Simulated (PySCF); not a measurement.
ethanol cation (C2H6O), SMILES CCO (connectivity only; charge and spin as stated), charge +1, multiplicity 2. Atoms are numbered in the order given.

```xyz
9

C     -0.2067     1.2217     0.0000
C      0.4744    -0.0914     0.0000
O     -0.2268    -1.2367     0.0000
H      0.5328     2.0227     0.0000
H     -0.8399     1.3372    -0.8874
H     -0.8399     1.3372     0.8874
H      1.2765    -0.2420     0.7949
H      1.2765    -0.2420    -0.7949
H     -1.1975    -1.1009     0.0000
```
Charge +1, spin multiplicity 2.

Geometry optimised at PBE0-D3(BJ)/def2-TZVP. The spin state was assumed, not searched. The values are those of a single conformer.

The numbers are results of ωB97X/def2-TZVPD run with PySCF, not measurements.

Mulliken values depend strongly on the basis, most of all with diffuse functions as here. ESP charges are fitted to the potential on shells at 1.4 to 2.0 van der Waals radii. Atomic charges (e):

```
atom  ESP fit  meta-Löwdin  Mulliken  Mulliken spin
----  -------  -----------  --------  -------------
C1      -0.56        -0.37     -1.13           0.03
C2          …         0.07      0.00           0.08
O3          …        -0.15     -0.21           0.53
H4       0.23         0.18      0.37           0.00
H5       0.22         0.17      0.40           0.02
H6       0.22         0.17      0.40           0.02
H7       0.23         0.26      0.37           0.17
H8       0.23         0.26      0.37           0.17
H9          …         0.41      0.43          -0.02
```

**Question.** Complete the blanks. (The exact figures need the calculation; the answer reports its results.)

**Answer.** 
- C2, ESP fit: 0.18
- O3, ESP fit: -0.24
- H9, ESP fit: 0.49
